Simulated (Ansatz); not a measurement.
in.yaml

```yaml
crystal:
  periodic: [false, false, false]
  atoms:
    - {symbol: B, position_ang: [0.000000, 0.000000, 0.008418]}
    - {symbol: O, position_ang: [0.000000, 0.000000, -1.189543]}
    - {symbol: H, position_ang: [0.000000, 0.000000, 1.181125]}
basis:
  gaussian: {orbitals: 6-31G}
total_charge: 1
magnetization: {spin_polarized: false, initial_magnetization: 1}
correlation: {method: ccsdtq, electrons: outside_noble_gas}
```

```sh
$ ansatz run in.yaml --threads 1 --pin off --events-out ev --progress --plain --max-ram 2393MiB
```

Log:

```
383 factors; integrals over basis functions are off by at most 1.2e-7 eV
mean field evaluation 1: about -2695.0076 eV, gradient 7.3e1 eV
mean field evaluation 2: about -2695.0200 eV, gradient 7.3e1 eV
mean field evaluation 4: about -2711.4613 eV, gradient 1.8e1 eV
mean field evaluation 8: about -2712.5328 eV, gradient 1.0e-1 eV
mean field evaluation 16: about -2673.5046 eV, gradient 1.2e2 eV
mean field evaluation 32: about -2710.8978 eV, gradient 2.5e-5 eV
mean field evaluation 64: about -2696.7349 eV, gradient 3.5e-1 eV
mean field evaluation 96: about -2712.5302 eV, gradient 1.1e-1 eV
mean field evaluation 128: about -2700.7835 eV, gradient 7.0e-3 eV
mean field evaluation 160: about -2696.7297 eV, gradient 1.1e-1 eV
...
cycle   9  -3.84783487 eV  change   -1.1e-4 eV  update   2.3e-4
cycle  10  -3.84802495 eV  change   -1.9e-4 eV  update   9.0e-5
cycle  11  -3.84800498 eV  change    2.0e-5 eV  update   4.2e-5
cycle  12  -3.84800193 eV  change    3.0e-6 eV  update   2.2e-5
cycle  13  -3.84800343 eV  change   -1.5e-6 eV  update   9.8e-6
cycle  14  -3.84799896 eV  change    4.5e-6 eV  update   4.8e-6
cycle  15  -3.84799884 eV  change    1.2e-7 eV  update   2.6e-6
cycle  16  -3.84800123 eV  change   -2.4e-6 eV  update   1.3e-6
cycle  17  -3.84800211 eV  change   -8.8e-7 eV  update   6.0e-7
cycle  18  -3.84800224 eV  change   -1.3e-7 eV  update   3.5e-7
Total energy: -2716.38081765 eV, -99.8251538196 hartree
```

For the same geometry and basis full CI lies 0.3 meV higher.

Ran on 1 thread of Arm Neoverse V2, shared host: 26 s wall, 0.3 GiB peak host memory.
